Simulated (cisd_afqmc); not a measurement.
Input (AFQMC/CISD/aug-cc-pV(Q+d)Z; cisd_afqmc is a phaseless AFQMC code with CISD trial states that reads the integrals written by Ansatz): A basis named .json is the Basis Set Exchange file of that set.

Ansatz 0.2 input:
```python
import cisd_afqmc

open("ham.yaml", "w").write("""\
crystal:
  periodic: [false, false, false]
  atoms:
    - {symbol: S, position_ang: [-0.00000000, -0.00000000, -0.07883543]}
    - {symbol: H, position_ang: [0.00000000, 0.00000000, 1.26136686]}
basis:
  gaussian:
    orbitals: aug-cc-pV_Q+d_Z.json
magnetization: {spin_polarized: true, initial_magnetization: 1}
correlation: {method: ccsd, electrons: outside_noble_gas, hamiltonian_folder: ham}
""")
rep = cisd_afqmc.ansatz("ham.yaml")
e_ccsd = rep["correlation"]["coupled_cluster"]["energy"]["hartree"]
out = cisd_afqmc.run("ham", e_ccsd, trial="CISD", walkers=100, populations=8, threads=8, dt=0.005, steps=40, early=24, settle=10, least=32,
    cut=5e-5, rank_cut=2e-4, target=0.0004, seconds=1500, seed=1, memory=12960, gpu=False)
```

Output:

```
orbitals 130, occupied [4, 3], factors 633 of 805, rank of the doubles 303 of 885
E(HF) = -398.110149
E(CCSD) on the cut factors = -398.299290, shift to the whole factors -0.000006
Energy of the trial state on the determinant = -398.299185
  tau behind 7.2 of longer steps, mean of the populations' last blocks
   2.0  -398.30816
   4.0  -398.30816
   6.0  -398.30797
   8.0  -398.30753
blocks 317 (0 outliers left out), error by blocks joined: 1: 0.00012, 2: 0.00014, 4: 0.00018, 8: 0.00023, 16: 0.00027
E(AFQMC/CISD) = -398.30777 +/- 0.00027
```
